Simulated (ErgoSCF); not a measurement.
# [SiH3]+ (SMILES [SiH3+]) at SPZ81/STO-6G

What is the energy change on altering one bond length of [SiH3]+ at SPZ81/STO-6G? 

The calculation is run with ErgoSCF 3.8.

4 further runs of the same task are left out: 4 that didn't finish.

## (1) Starting point

[SiH3]+: 4 atoms, total charge +1, spin state singlet. As SMILES, `[SiH3+]`. Geometry: relaxed at PBE0-D4/def2-TZVP.

Bond lengths: Si1–H2 1.472 Å, Si1–H3 1.472 Å, Si1–H4 1.472 Å. Angles: H2–Si1–H3 120.0°, H2–Si1–H4 120.0°, H3–Si1–H4 120.0°.

## (2) A single-point energy at SPZ81/STO-6G

ergo.in

```
set_nthreads(1)
molecule_inline Angstrom
Si     0.000000     0.000000     0.000000
H      0.686900     0.675400     1.113000
H     -0.118400    -1.467200    -0.009900
H     -0.568500     0.791700    -1.103100
EOF
XC.type = "GC2"
scf.max_number_of_iterations = 80
tmpdir = "."
basis = "STO-6G"
scf.output_mulliken_pop = 1
scf.use_diagonalization = 1
charge = 1
run "Combine slater=1 pz81=1"
```

Launch:

```sh
ergo < ergo.in
```

The log of the run (excerpt; [...] marks lines left out):

```text
[...]
INDF Weighted mixed functional:
[...]
INSC Energy   1 =       -237.83862301511
[...]
INDE E_LUMO =         -0.36957749836
[...]
INSC Energy   8 =       -288.68465104288  ( diff     -0.000000000003354 )
[...]
RESC CONVERGED after   8 iterations.
RESC FINAL ENERGY:       -288.68465104288
[...]
INSC SCF: dipole_moment_x [atomic units] =      -0.00000506
INSC SCF: dipole_moment_y [atomic units] =       0.00002272
INSC SCF: dipole_moment_z [atomic units] =      -0.00000961
[...]
```

It took 0.89 s on 1 thread of Arm Neoverse V1, shared host; peak memory 0.26 GiB.

## (3) The distorted shape, same level

run.inp

```
# single point, H3Si
set_nthreads("env")
molecule_inline Angstrom
Si 0.068687 0.067537 0.111296
H  0.686900 0.675400 1.113000
H  -0.049713 -1.399663 0.101396
H  -0.499813 0.859237 -0.991804
EOF
scf.use_diagonalization = 1
scf.output_mulliken_pop = 1
XC.type = "GC2"
scf.max_number_of_iterations = 80
tmpdir = "."
basis = "STO-6G"
charge = 1
run "Combine slater=1 pz81=1"
```

Launch:

```sh
ergo run.inp
```

The log of the run (excerpt; [...] marks lines left out):

```text
[...]
INDF Weighted mixed functional:
[...]
INSC Energy   1 =       -237.93722723296
[...]
INDE E_LUMO =         -0.37595306347
[...]
INSC Energy   8 =       -288.67370172403  ( diff     -0.000000000056218 )
[...]
RESC CONVERGED after   8 iterations.
RESC FINAL ENERGY:       -288.67370172403
[...]
INSC SCF: dipole_moment_x [atomic units] =       0.09885257
INSC SCF: dipole_moment_y [atomic units] =       0.09722674
INSC SCF: dipole_moment_z [atomic units] =       0.16017344
[...]
```

Wall time 0.91 s (1 thread of Arm Neoverse V1, shared host); peak memory 0.26 GiB.

## (4) What came out

Level: SPZ81/STO-6G.

| quantity | value |
| --- | --- |
| first shape: total energy | -288.68465 Eh |
| distorted shape: total energy | -288.67370 Eh |
| energy change with the Si1–H2 bond shortened from 1.472 to 1.325 Å | 0.298 eV |

With the Si1–H2 bond shortened from 1.472 to 1.325 Å the energy rises by 0.30 eV (6.9 kcal/mol). The first shape isn't relaxed at this level, so the change isn't measured from a minimum. The minimal basis adds a large error of its own. Mulliken charges (distorted shape) run from +0.03 on H2 to +0.85 on Si1.
